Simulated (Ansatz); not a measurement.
bcc Na, treated with PBE (plane waves, PAW; Ansatz, a program for electronic structure).

Settings: plane-wave cutoff 520 eV, 18×18×18 k mesh, Fermi–Dirac smearing 0.1 eV, perturbation theory, force constants from a 6×6×6 q mesh, scalar-relativistic PAW data made under PBE.

Computed at the level's own relaxed cell.

```cif
data_Na
_chemical_formula_sum 'Na1'
_space_group_name_H-M_alt 'P 1'
_space_group_IT_number 1
_cell_length_a 3.63516
_cell_length_b 3.63516
_cell_length_c 3.63516
_cell_angle_alpha 109.471
_cell_angle_beta 109.471
_cell_angle_gamma 109.471
loop_
_space_group_symop_operation_xyz
  'x, y, z'
loop_
_atom_site_label
_atom_site_type_symbol
_atom_site_fract_x
_atom_site_fract_y
_atom_site_fract_z
_atom_site_occupancy
Na1 Na 0.00000 0.00000 0.00000 1
```

Harmonic phonon frequencies (cm⁻¹; i marks an imaginary mode):

```tsv
q point	frequencies
N	___
H	124 124 124
```

### Question
Fill in the missing entries.

### Answer

- N, frequencies: 28 87 129

No imaginary mode appears at these points.
